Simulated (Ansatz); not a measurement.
# AlH₄+ (singlet): RPA-PBE over a scan of the distance Al1–H5, cc-pVDZ

Aim: run AlH₄+ (singlet) with these functionals over a scan of the distance Al1–H5, and hold them against the top wave-function level at the same points.

The runs use Ansatz 0.2.0, Gaussian basis; cc-pVDZ, all electrons in the functionals, frozen cores in the correlation of double hybrids and RPA.

Plan: RPA-PBE, at 1.216 Å; 1.422 Å; 1.552 Å; 1.749 Å; 1.882 Å; 2.132 Å; 2.478 Å; 2.819 Å; 3.476 Å; 4.181 Å; 5.249 Å.

47 further runs of the same task are left out: 33 for a known fault of the program, 9 that didn't finish, 5 set aside as unsound or not needed.

### Step 1. What is computed

The geometry derives from a PBE0/def2-TZVP stationary point (not a proven minimum). One bond is set to the value named and the two fragments are kept rigid.

5 atoms, charge 1, spin multiplicity 1.

Atoms are counted from 1 here; the program's logs count them from 0.

Bond lengths: Al1–H4 1.552 Å, Al1–H5 1.552 Å, H2–H3 0.770 Å. Angles: H4–Al1–H5 164.0°.

No dispersion term is added.

The geometry shown and the zero of energy belong to the point 1.552 Å. The yardstick, FCI, and other wave-function levels (R restricted, U unrestricted, valence and pair active spaces) come from earlier runs.

### Step 2. RPA-PBE, 1.216 Å

Input file in.yaml:

```yaml
crystal:
  periodic: [false, false, false]
  atoms:
    - {symbol: Al, position_ang: [0.000000, -0.010816, -0.120140]}
    - {symbol: H, position_ang: [0.000000, -0.395609, 1.920910]}
    - {symbol: H, position_ang: [0.000000, 0.373977, 1.920910]}
    - {symbol: H, position_ang: [-0.000002, 1.526119, -0.336291]}
    - {symbol: H, position_ang: [0.000001, -1.214965, -0.289490]}
basis:
  gaussian: {orbitals: cc-pVDZ}
total_charge: 1
hamiltonian: {xc: {name: PBE}}
correlation: {method: rpa, electrons: outside_noble_gas}
```

The run is started by

```console
$ ansatz run in.yaml --threads 1 --pin off --events-out ev --progress --plain --max-ram 2393MiB
```

The runs that follow: RPA-PBE, 1.422 Å; RPA-PBE, 1.552 Å; RPA-PBE, 1.749 Å; RPA-PBE, 1.882 Å; RPA-PBE, 2.132 Å; RPA-PBE, 2.478 Å; RPA-PBE, 2.819 Å; RPA-PBE, 3.476 Å; RPA-PBE, 4.181 Å; RPA-PBE, 5.249 Å.

Q: Predict the results of all the runs planned. Wanted: span of the FCI curve; largest miss, RPA-PBE.

**Answer**, as computed:

| quantity | value |
| --- | --- |
| span of the FCI curve | 332.1 kJ/mol |
| largest miss, RPA-PBE | +19.3 kJ/mol (2.819 Å) |

**Reading.** RPA-PBE strays by up to 19.3 kJ/mol, at 2.819 Å. RPA-PBE clearly breaks the spin symmetry at some points (⟨S²⟩ up to 0.95 above the pure value), so energy there is bought with a mixed spin. Functionals and the yardstick converge differently with the basis, so part of each miss in cc-pVDZ is the basis.
